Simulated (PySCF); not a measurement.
## Single point on SiCl⁺

State: ¹Σ⁺ (singlet), closed shell.

An equivalent input (the run itself took its basis sets from the Basis Set Exchange, started from a PBE0 density and held the occupation σ 9α 9β, πx 3α 3β, πy 3α 3β):

```python
from pyscf import gto, scf
mol = gto.M(atom='Si 0 0 0; Cl 0 0 1.978', basis={'Si': 'def2-SVP', 'Cl': 'def2-SVP'},
            charge=1, spin=0, verbose=4, symmetry='C2v')
mf = scf.RHF(mol)
mf.irrep_nelec = {'A1': 18, 'B1': 6, 'B2': 6}
mf.conv_tol = 1e-9
mf.max_cycle = 60
mf.diis_space = 10
mf.kernel()
```

The log (some set-up lines and the per-cycle HOMO/LUMO lines removed):

```
******** <class 'pyscf.scf.hf_symm.SymAdaptedRHF'> ********
method = SymAdaptedRHF
damping factor = 0
level_shift factor = 0
DIIS = <class 'pyscf.scf.diis.CDIIS'>
diis_start_cycle = 1
diis_space = 10
diis_damp = 0
SCF conv_tol = 1e-09
SCF conv_tol_grad = None
SCF max_cycles = 60
Set gradient conv threshold to 3.16228e-05
init E= -747.910141814277
cycle= 1 E= -747.919095593328  delta_E= -0.00895  |g|= 0.0341  |ddm|= 0.219
cycle= 2 E= -747.919632038443  delta_E= -0.000536  |g|= 0.011  |ddm|= 0.062
cycle= 3 E= -747.91972213545  delta_E= -9.01e-05  |g|= 0.006  |ddm|= 0.023
cycle= 4 E= -747.919746388543  delta_E= -2.43e-05  |g|= 0.00137  |ddm|= 0.0151
cycle= 5 E= -747.919748623543  delta_E= -2.24e-06  |g|= 0.000346  |ddm|= 0.0046
cycle= 6 E= -747.91974873232  delta_E= -1.09e-07  |g|= 5.92e-05  |ddm|= 0.001
cycle= 7 E= -747.919748734737  delta_E= -2.42e-09  |g|= 4.58e-06  |ddm|= 0.000169
cycle= 8 E= -747.919748734748  delta_E= -1.15e-11  |g|= 7.69e-07  |ddm|= 1.16e-05
Extra cycle  E= -747.919748734749  delta_E= -7.96e-13  |g|= 2.72e-07  |ddm|= 1.63e-06
converged SCF energy = -747.919748734749
```

Repeating this along the bond gives Re = 1.963 Å and ωe = 696 cm⁻¹.

A point of this curve took 0.019 CPU seconds beside 0.023 for the integrals, on Arm Neoverse V2 (shared host).
